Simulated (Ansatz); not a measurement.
# CHAlO (quintet): from Hartree-Fock to the top rungs, cc-pVTZ

Aim: climb from Hartree-Fock through coupled cluster for CHAlO (quintet) at one geometry and basis, and see what each rung misses.

Method: cc-pVTZ, core rule «outside noble gas», up to 7 orbitals frozen; program: Ansatz 0.2.0, Gaussian basis.

To be run: UHF; CCSD(T) on ROHF; CCSD(T) on UHF; BCCD(T) on ROHF; CCSDT(Q) on ROHF; CCSDT(Q) on UHF.

6 further runs of the same task are left out: 6 set aside as unsound or not needed.

## (1) What is computed

The geometry is a PBE0/def2-TZVP stationary point (not a proven minimum) of the parent state, kept for this charge and spin.

4 atoms, charge 0, spin multiplicity 5.

Atoms are counted from 1 here; the program's logs count them from 0.

Bond lengths: Al1–C2 1.926 Å, Al1–H4 1.582 Å, C2–O3 1.150 Å. Angles: C2–Al1–H4 114.0°, Al1–C2–O3 172.0°.

## (2) UHF

Input file in.yaml:

```yaml
crystal:
  periodic: [false, false, false]
  atoms:
    - {symbol: Al, position_ang: [0.000000, -0.106146, 1.272497]}
    - {symbol: C, position_ang: [0.000000, 0.083663, -0.643702]}
    - {symbol: O, position_ang: [0.000000, 0.036255, -1.792225]}
    - {symbol: H, position_ang: [0.000000, 1.269000, 2.055591]}
basis:
  gaussian: {orbitals: cc-pVTZ}
magnetization: {spin_polarized: true, initial_magnetization: 4}
hamiltonian: {xc: hf}
output: {orbitals: {seedname: orbitals}}
```

Run with:

```sh
> ansatz run in.yaml --threads 1 --pin off --events-out ev --progress --plain --max-ram 2560MiB --backend cpu
```

After this run come: CCSD(T) on ROHF; CCSD(T) on UHF; BCCD(T) on ROHF; CCSDT(Q) on ROHF; CCSDT(Q) on UHF.

Before running them: what should the planned runs give, taken together? Wanted: UCCSDT(Q) below the RHF energy; RMP2 from UCCSDT(Q); UMP2 from UCCSDT(Q); RCCSD from UCCSDT(Q); RCCSD(T) from UCCSDT(Q); UCCSD(T) from UCCSDT(Q); RCCSDT(Q) from UCCSDT(Q); T1 diagnostic.

As calculated:

```
                         quantity        value
   UCCSDT(Q) below the RHF energy  -11.7360 eV
              RMP2 from UCCSDT(Q)   +940.4 meV
              UMP2 from UCCSDT(Q)   +999.5 meV
             RCCSD from UCCSDT(Q)   +663.3 meV
          RCCSD(T) from UCCSDT(Q)    +93.5 meV
          UCCSD(T) from UCCSDT(Q)    +93.2 meV
         RCCSDT(Q) from UCCSDT(Q)     +9.8 meV
levels within 1 kcal/mol (43 meV)    RCCSDT(Q)
                    T1 diagnostic        0.035
```

What this shows: RCCSD(T) misses by +93.5 meV, 0.8 % of the correlation energy. These misses are within one basis, not against nature; the frozen cores of restricted and unrestricted runs differ, which can shift their rows.
